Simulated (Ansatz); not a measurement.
## Nudged elastic band run: BClH$_{4}$

Input:

```yaml
crystal:
  periodic: [false, false, false]
  atoms:
    - { symbol: B, position_ang: [-0.011549, 0.47408, -0.158768] }
    - { symbol: H, position_ang: [-0.02665, 0.849001, 0.979227] }
    - { symbol: H, position_ang: [1.032198, 0.34033, -0.728661] }
    - { symbol: H, position_ang: [-1.041467, 0.271163, -0.733365] }
    - { symbol: Cl, position_ang: [0.090862, -2.629722, 1.060133] }
    - { symbol: H, position_ang: [0.085505, -2.228551, 2.271133] }
basis:
  gaussian: { orbitals: def2-SVPD }
hamiltonian:
  xc: hf
neb:
  order_check: false
  images: 5
  f_tol: 0.03
  max_iterations: 60
  spring: 0.1
  final_atoms:
    - { symbol: B, position_ang: [0.02376408, -0.56477682, -0.66221483] }
    - { symbol: H, position_ang: [-0.0067278, 0.3596914, 2.62399828] }
    - { symbol: H, position_ang: [1.05509809, 0.02933239, -0.67690098] }
    - { symbol: H, position_ang: [-1.04414961, -0.03922135, -0.67571071] }
    - { symbol: Cl, position_ang: [0.08130552, -2.32609743, -0.62475224] }
    - { symbol: H, position_ang: [0.01960872, -0.38262719, 2.70527948] }
  initial_path:
    images:
      - { positions_ang: [[-0.011549, 0.47408, -0.158768], [-0.02665, 0.849001, 0.979227], [1.032198, 0.34033, -0.728661], [-1.041467, 0.271163, -0.733365], [0.090862, -2.629722, 1.060133], [0.085505, -2.228551, 2.271133]] }
      - { positions_ang: [[-0.007563, 0.32090644, -0.10039853], [-0.02001399, 0.55378999, 1.17130891], [1.03268357, 0.23945812, -0.67691544], [-1.03674831, 0.19109573, -0.68331813], [0.09209955, -2.43796222, 0.91657105], [0.06844118, -1.79098706, 2.06245112]] }
      - { positions_ang: [[-0.003577, 0.16773287, -0.04202905], [-0.01337797, 0.25857898, 1.36339083], [1.03316913, 0.13858625, -0.62516987], [-1.03202962, 0.11102846, -0.63327125], [0.09333711, -2.24620243, 0.7730091], [0.05137735, -1.35342312, 1.85376925]] }
      - { positions_ang: [[0.00040901, 0.01455931, 0.01634042], [-0.00674196, -0.03663203, 1.55547274], [1.0336547, 0.03771437, -0.57342431], [-1.02731094, 0.03096118, -0.58322438], [0.09457466, -2.05444265, 0.62944716], [0.03431353, -0.91585919, 1.64508737]] }
      - { positions_ang: [[0.00819403, -0.17855274, -0.20984467], [-0.00673724, 0.09547578, 1.91164792], [1.0408025, 0.03492038, -0.60791653], [-1.03292383, 0.00756701, -0.61405316], [0.09015161, -2.14499424, 0.21138069], [0.02941193, -0.73811519, 1.99848474]] }
      - { positions_ang: [[0.01597905, -0.37166478, -0.43602975], [-0.00673252, 0.22758359, 2.2678231], [1.04795029, 0.03212638, -0.64240876], [-1.03853672, -0.01582717, -0.64488193], [0.08572857, -2.23554583, -0.20668578], [0.02451032, -0.56037119, 2.35188211]] }
      - { positions_ang: [[0.02376408, -0.56477682, -0.66221483], [-0.0067278, 0.3596914, 2.62399828], [1.05509809, 0.02933239, -0.67690098], [-1.04414961, -0.03922135, -0.67571071], [0.08130552, -2.32609743, -0.62475224], [0.01960872, -0.38262719, 2.70527948]] }
```

Launched with:

```bash
$ ansatz run input.yaml --threads 1 --pin off --max-ram 2048MiB --backend cpu --events-out ev --progress --plain --runs-dir out
```

Output, in part (warnings, iteration lines, the closing report on the highest movable image, with atoms numbered from 0):

```
NEB end point (image 0): max|allowed force component| = 2.993e-2 eV/Å (the criterion of neb.relax_end_points is 1.000e-2)
NEB end point (image 6): max|allowed force component| = 5.372e-3 eV/Å (the criterion of neb.relax_end_points is 1.000e-2)
NEB iter   1: max|band force component| = 4.683e0 eV/Å  barrier→ = 2.6240 eV  barrier← = 3.1921 eV  Δτ_max = 0.2000 Å  (184 SCF iters)
NEB iter   2: max|band force component| = 2.632e0 eV/Å  barrier→ = 1.2919 eV  barrier← = 1.8600 eV  Δτ_max = 0.2000 Å  (126 SCF iters)
NEB iter   3: max|band force component| = 1.853e0 eV/Å  barrier→ = 1.0852 eV  barrier← = 1.6533 eV  Δτ_max = 0.2000 Å  (126 SCF iters)
NEB iter   4: max|band force component| = 1.300e0 eV/Å  barrier→ = 0.8605 eV  barrier← = 1.4286 eV  Δτ_max = 0.1952 Å  (124 SCF iters)
NEB iter   5: max|band force component| = 8.907e-1 eV/Å  barrier→ = 0.8301 eV  barrier← = 1.3982 eV  Δτ_max = 0.0836 Å  (112 SCF iters)
NEB iter   6: max|band force component| = 1.491e0 eV/Å  barrier→ = 0.8429 eV  barrier← = 1.4110 eV  CI = image 3  Δτ_max = 0.2000 Å  (107 SCF iters)
NEB iter   7: max|band force component| = 5.848e-1 eV/Å  barrier→ = 1.1632 eV  barrier← = 1.7313 eV  CI = image 3  Δτ_max = 0.1992 Å  (116 SCF iters)
NEB iter   8: max|band force component| = 3.169e-1 eV/Å  barrier→ = 1.1347 eV  barrier← = 1.7028 eV  CI = image 3  Δτ_max = 0.2000 Å  (110 SCF iters)
NEB iter   9: max|band force component| = 4.802e-1 eV/Å  barrier→ = 1.1373 eV  barrier← = 1.7054 eV  CI = image 3  Δτ_max = 0.0993 Å  (116 SCF iters)
NEB iter  10: max|band force component| = 7.516e-2 eV/Å  barrier→ = 1.1372 eV  barrier← = 1.7053 eV  CI = image 3  Δτ_max = 0.0750 Å  (111 SCF iters)
NEB iter  11: max|band force component| = 6.322e-2 eV/Å  barrier→ = 1.1372 eV  barrier← = 1.7053 eV  CI = image 3  Δτ_max = 0.0163 Å  (105 SCF iters)
NEB iter  12: max|band force component| = 8.823e-2 eV/Å  barrier→ = 1.1372 eV  barrier← = 1.7053 eV  CI = image 3  Δτ_max = 0.0063 Å  (93 SCF iters)
NEB iter  13: max|band force component| = 3.842e-2 eV/Å  barrier→ = 1.1372 eV  barrier← = 1.7053 eV  CI = image 3  Δτ_max = 0.0019 Å  (87 SCF iters)
NEB iter  14: max|band force component| = 1.563e-2 eV/Å  barrier→ = 1.1372 eV  barrier← = 1.7053 eV  CI = image 3  Δτ_max = 0.0000 Å  (218 SCF iters)
Total energy: -13232.29968016 eV, -486.2780440711 hartree
Atom 0 at     0.011210    -0.133858     0.104764 Å, force     0.000341    -0.000525    -0.000736 eV/Å
Atom 1 at    -0.000696     0.181726     1.354103 Å, force    -0.000229     0.000568    -0.000074 eV/Å
Atom 2 at     1.068052     0.103385    -0.380791 Å, force     0.000175    -0.000061     0.000131 eV/Å
Atom 3 at    -1.056448     0.038075    -0.384627 Å, force    -0.000263    -0.000264     0.000213 eV/Å
Atom 4 at     0.074895    -2.232969     0.638870 Å, force    -0.000269     0.002073    -0.000026 eV/Å
Atom 5 at     0.031886    -0.880057     1.357379 Å, force     0.000244    -0.001791     0.000492 eV/Å
Dipole moment:    -0.009012     0.282035     0.177405 e Å
```

The run converged. Neighbouring images differ by up to 1.3 eV, so the band resolves the path poorly. Another band between the same ends (5 images) ends at a top of the same energy, where a vibrational analysis finds 1 clearly imaginary mode. The orbitals stay closed-shell, which can raise the energy where a bond breaks towards radicals; this wasn't checked here.

Final band (atoms are numbered from 1 in the order of the input):

| image | path coordinate (Å) | energy (kcal/mol) | B1–H2 (Å) | Cl5–H6 (Å) | B1–Cl5 (Å) |
| --- | --- | --- | --- | --- | --- |
| 0 | 0.00 | 0.0 | 1.20 | 1.28 | 3.34 |
| 1 | 0.71 | 0.8 | 1.20 | 1.27 | 3.09 |
| 2 | 1.43 | 5.9 | 1.21 | 1.29 | 2.74 |
| 3 | 2.14 | 26.2 | 1.29 | 1.53 | 2.17 |
| 4 | 3.01 | -3.7 | 1.90 | 2.36 | 1.81 |
| 5 | 3.88 | -12.1 | 2.67 | 3.13 | 1.77 |
| 6 | 4.74 | -13.1 | 3.41 | 3.86 | 1.76 |

The run took 55 s on 1 thread of Arm Neoverse V1 (shared host), peak memory 0.13 GiB.
